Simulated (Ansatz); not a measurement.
HSi–CH⁺, doublet: reading a ladder of total energies

Geometry: that of the HSi–CH, singlet, kept fixed.

```xyz
4

Si    0.0000   -0.1011    0.5000
C     0.0000    0.1650   -1.1148
H     0.0000    0.9957    1.4983
H     0.0000   -0.1455   -2.1475
```

Basis cc-pVTZ; Ansatz 0.2.0. Only valence electrons are correlated (noble-gas cores frozen), which leaves 9 electrons in 86 orbitals. Prefix R: restricted or restricted open-shell reference.

Full CI isn't at hand for all of this; RCCSDT(Q) serves as the reference, and is uncertain by about the last step of the cluster series.

Runs differ by some tens of microhartree through their thresholds and, for an open shell, their frozen cores, so steps under 0.03 kcal/mol mean nothing.

| level | total energy (hartree) |
| --- | --- |
| RHF | -327.532463 |
| RMP2 | -327.758947 |
| RCCSD | -327.790820 |
| RCCSD(T) | -327.804780 |
| RCCSDT | -327.806204 |
| RCCSDT(Q) | -327.807365 |

**Question.** What is the correlation energy at RCCSDT(Q), and what share of it do RMP2 and RCCSD(T) recover?

**Answer.** E(corr) = -327.807365 − (-327.532463) = -0.274902 hartree = -7.480 eV. RMP2: -0.226484 / -0.274902 = 82.39 %. RCCSD(T): -0.272317 / -0.274902 = 99.06 %.

**Question.** By how many kcal/mol does RCCSD(T) miss RCCSDT(Q) (1 hartree = 627.509 kcal/mol), and which steps make up the rest?

**Answer.** -327.804780 − (-327.807365) = 0.002585 hartree = 1.62 kcal/mol. Steps: RCCSDT − RCCSD(T) = -0.89, RCCSDT(Q) − RCCSDT = -0.73 kcal/mol. With more than one leading determinant such errors change with state and geometry, and needn't cancel in differences.
